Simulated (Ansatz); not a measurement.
# H4P: the cost of one run

Program: Ansatz 0.2.0, Gaussian basis. Level of theory: def2-QZVPP, all electrons in the functionals, frozen cores in the correlation of double hybrids and RPA. These are calculated values, not measurements.

To be run: PBE, BLYP, r2SCAN, B97M-V, PBE0, B3LYP, wB97M-V, B2PLYP, at charge 0, doublet; charge 0, quartet; charge 1, singlet; charge 1, triplet.

2 further runs of the same task are left out: 2 set aside as unsound or not needed.

## 1. What is computed

The geometry is a PBE0/def2-TZVP stationary point (not a proven minimum).

5 atoms, charge 0, spin multiplicity 2.

Atoms are counted from 1 here; the program's logs count them from 0.

Bond lengths: P1–H2 1.519 Å, P1–H3 1.410 Å, P1–H4 1.410 Å, P1–H5 1.519 Å. Angles: H2–P1–H3 92.8°, H2–P1–H4 92.8°, H2–P1–H5 171.2°, H3–P1–H4 99.8°, H3–P1–H5 92.8°, H4–P1–H5 92.8°.

Coordinates:

```xyz
5
H4P
P     0.0456    0.0000    0.0000
H     0.1616    0.0000   -1.5147
H    -0.8626    1.0782    0.0000
H    -0.8626   -1.0782    0.0000
H     0.1616    0.0000    1.5147
```

No dispersion term is added; B97M-V, wB97M-V hold VV10 nonlocal correlation. B3LYP takes the VWN-RPA correlation.

The geometry shown and the zero of energy belong to the point charge 0, doublet. The yardstick, UCCSD(T), and other wave-function levels (R restricted, U unrestricted, valence and pair active spaces) come from earlier runs.

## 2. PBE, charge 0, doublet

File in.yaml:

```yaml
crystal:
  periodic: [false, false, false]
  atoms:
    - {symbol: P, position_ang: [0.045627, 0.000000, 0.000000]}
    - {symbol: H, position_ang: [0.161577, 0.000000, -1.514668]}
    - {symbol: H, position_ang: [-0.862630, 1.078238, 0.000000]}
    - {symbol: H, position_ang: [-0.862630, -1.078238, 0.000000]}
    - {symbol: H, position_ang: [0.161577, 0.000000, 1.514668]}
basis:
  gaussian: {orbitals: "def2-QZVPP.json"}
magnetization: {spin_polarized: true, initial_magnetization: 1}
hamiltonian: {xc: {name: PBE}}
output: {orbitals: {seedname: orbitals}}
```

On the command line:

```sh
> ansatz run in.yaml --threads 1 --pin off --events-out ev --progress --plain --max-ram 2393MiB
```

**Question.** How long does this run take on 1 thread of Arm Neoverse V2, shared host?

About 2.6 s.
